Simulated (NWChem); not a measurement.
System: oxygen (O$_{2}$, triplet); SMILES O=O

The following NWChem deck was run.

```
start job
memory heap 200 mb stack 900 mb global 1100 mb
geometry units angstroms
  O      0.000000     0.000000     0.594102
  O      0.000000     0.000000    -0.594102
end
basis spherical
  * library 6-31g*
end
dft
  odft
  mult 3
  xc hfexch
  iterations 150
end
driver
  maxiter 120
end
task dft optimize
task dft freq
```

Output (shortened):

```
             Northwest Computational Chemistry Package (NWChem) 7.3.0
             --------------------------------------------------------

 ORDER OF PRIMARY AXIS IS BEING SET TO 4
 D4H symmetry detected

                             Geometry "geometry" -> ""
                             -------------------------

 Output coordinates in angstroms (scale by  1.889725989 to convert to a.u.)

  No.       Tag          Charge          X              Y              Z
 ---- ---------------- ---------- -------------- -------------- --------------
    1 O                    8.0000     0.00000000     0.00000000     0.59410200
    2 O                    8.0000     0.00000000     0.00000000    -0.59410200

 Effective nuclear repulsion energy (a.u.)      28.5029708164

      Symmetry information
      --------------------

 Group name             D4h
 Group number             28
 Group order              16
 No. of unique centers     1

                                Z-matrix (autoz)
                                --------

 Units are Angstrom for bonds and degrees for angles

      Type          Name      I     J     K     L     M      Value
      ----------- --------  ----- ----- ----- ----- ----- ----------
    1 Stretch                  1     2                       1.18820

  xc_inp: hfexch multiplicative factor not found.

                           NWChem Geometry Optimization
                           ----------------------------

 maximum gradient threshold         (gmax) =   0.000450
 rms gradient threshold             (grms) =   0.000300
 maximum cartesian step threshold   (xmax) =   0.001800
 rms cartesian step threshold       (xrms) =   0.001200
 fixed trust radius                (trust) =   0.300000
 source of zmatrix                         =   autoz

          -------------------
          Energy Minimization
          -------------------

 Using diagonal initial Hessian
 Scaling for Hessian diagonals: bonds = 1.00  angles = 0.25  torsions = 0.10

          --------
          Step   0

                                 NWChem DFT Module
                                 -----------------

 Summary of "ao basis" -> "ao basis" (spherical)
 ------------------------------------------------------------------------------
       Tag                 Description            Shells   Functions and Types
 ---------------- ------------------------------  ------  ---------------------
 O                           6-31g*                  6       14   3s2p1d

      Symmetry analysis of basis
      --------------------------

        a1g         6
        a1u         0
        a2g         0
        a2u         6
        b1g         1
        b1u         1
        b2g         1
        b2u         1
        eg          6
        eu          6

            General Information
            -------------------
          SCF calculation type: DFT
          Wavefunction type:  spin polarized.
          No. of atoms     :     2
          No. of electrons :    16
           Alpha electrons :     9
            Beta electrons :     7
          Charge           :     0
          Spin multiplicity:     3
          Use of symmetry is: on ; symmetry adaption is: on
          Maximum number of iterations: 150
          AO basis - number of functions:    28
                     number of shells:    12
          Convergence on energy requested:  1.00D-06
          Convergence on density requested:  1.00D-05
          Convergence on gradient requested:  5.00D-04

              XC Information
              --------------
                     Hartree-Fock (Exact) Exchange  1.000

      Superposition of Atomic Density Guess
      -------------------------------------

 Sum of atomic energies:        -149.50870446

      Non-variational initial energy
      ------------------------------

 Total energy =    -149.652308
 1-e energy   =    -262.938073
 2-e energy   =      84.782794
 HOMO         =      -0.184716
 LUMO         =      -0.184716

 !!!!!!!!!!!!!!!!!!!!!!!!!!!!!!!!!!!!!!!!!!!!!!!!!!!!!!!!!!!!!!!!!!!!!!
 Warning - the HOMO and LUMO are degenerate and you are using symmetry.
 This can lead to non-variational energies and poor convergence.
 Modify the initial guess, or use an open-shell wavefunction, or turn
 off symmetry.
 !!!!!!!!!!!!!!!!!!!!!!!!!!!!!!!!!!!!!!!!!!!!!!!!!!!!!!!!!!!!!!!!!!!!!!

   Symmetry analysis of molecular orbitals - initial alpha
   -------------------------------------------------------

  Numbering of irreducible representations:

     1 a1g         2 a1u         3 a2g         4 a2u         5 b1g
     6 b1u         7 b2g         8 b2u         9 eg         10 eu

  Orbital symmetries:

     1 a1g         2 a2u         3 a1g         4 a2u         5 eu
     6 eu          7 a1g         8 eg          9 eg         10 a2u
    11 a2u        12 eu         13 eu         14 a1g        15 a1g
    16 eg         17 eg         18 a2u        19 eu

   Symmetry analysis of molecular orbitals - initial beta
   ------------------------------------------------------

  Numbering of irreducible representations:

     1 a1g         2 a1u         3 a2g         4 a2u         5 b1g
     6 b1u         7 b2g         8 b2u         9 eg         10 eu

  Orbital symmetries:

[...]

      ----------------------
      Optimization converged
      ----------------------

  Step       Energy      Delta E   Gmax     Grms     Xrms     Xmax
  ---- ---------------- -------- -------- -------- -------- --------
@    2    -149.61554307 -2.1D-06  0.00017  0.00017  0.00058  0.00100
                                     ok       ok       ok       ok

                                Z-matrix (autoz)
                                --------

 Units are Angstrom for bonds and degrees for angles

      Type          Name      I     J     K     L     M      Value     Gradient
      ----------- --------  ----- ----- ----- ----- ----- ---------- ----------
    1 Stretch                  1     2                       1.16692   -0.00017

                         Geometry "geometry" -> "geometry"
                         ---------------------------------

 Output coordinates in angstroms (scale by  1.889725989 to convert to a.u.)

  No.       Tag          Charge          X              Y              Z
 ---- ---------------- ---------- -------------- -------------- --------------
    1 O                    8.0000     0.00000000     0.00000000     0.58345967
    2 O                    8.0000     0.00000000     0.00000000    -0.58345967

 Effective nuclear repulsion energy (a.u.)      29.0228663218

      Symmetry information
      --------------------

 Group name             D4h
 Group number             28
 Group order              16
 No. of unique centers     1

                Final and change from initial internal coordinates
                --------------------------------------------------

                                Z-matrix (autoz)
                                --------

 Units are Angstrom for bonds and degrees for angles

      Type          Name      I     J     K     L     M      Value       Change
      ----------- --------  ----- ----- ----- ----- ----- ---------- ----------
    1 Stretch                  1     2                       1.16692   -0.02128

 ==============================================================================
                                internuclear distances
 ------------------------------------------------------------------------------
       center one      |      center two      | atomic units |  angstroms
 ------------------------------------------------------------------------------
    2 O                |   1 O                |     2.20516  |     1.16692
 ------------------------------------------------------------------------------
                         number of included internuclear distances:          1
 ==============================================================================

[second-derivative integrals and response iterations left out]

  Vibrational analysis via the FX method

  See chapter 2 in "Molecular Vibrations" by Wilson, Decius and Cross

  Vib: Default input used

[...]

 Rotational Constants
 --------------------
 A=   0.000000 cm-1  (  0.000000 K)
 B=   1.547985 cm-1  (  2.227155 K)
 C=   1.547985 cm-1  (  2.227155 K)

 Temperature                      =   298.15K
 frequency scaling parameter      =   1.0000

 Linear Molecule

 Zero-Point correction to Energy  =    2.855 kcal/mol  (  0.004549 au)
 Thermal correction to Energy     =    4.336 kcal/mol  (  0.006909 au)
 Thermal correction to Enthalpy   =    4.928 kcal/mol  (  0.007853 au)

 Total Entropy                    =   46.642 cal/mol-K
   - Translational                =   36.304 cal/mol-K (mol. weight =  31.9898)
   - Rotational                   =   10.336 cal/mol-K (symmetry #  =        2)
   - Vibrational                  =    0.001 cal/mol-K

 Cv (constant volume heat capacity) =    4.978 cal/mol-K
   - Translational                  =    2.979 cal/mol-K
   - Rotational                     =    1.986 cal/mol-K
   - Vibrational                    =    0.012 cal/mol-K

[normal modes left out]

 ----------------------------------------------------------------------------
 Normal Eigenvalue ||           Projected Infra Red Intensities
  Mode   [cm**-1]  || [atomic units] [(debye/angs)**2] [(KM/mol)] [arbitrary]
 ------ ---------- || -------------- ----------------- ---------- -----------
    1        0.000 ||    0.000000           0.000         0.000       0.531
    2        0.000 ||    0.000000           0.000         0.000       0.487
    3        0.000 ||    0.000000           0.000         0.000      14.872
    4        0.000 ||    0.000000           0.000         0.000       7.947
    5        0.000 ||    0.000000           0.000         0.000       5.232
    6     1997.838 ||    0.000000           0.000         0.000      30.931
 ----------------------------------------------------------------------------
```

Level: UHF/6-31G* (spherical d). No stability test was run on the SCF state.
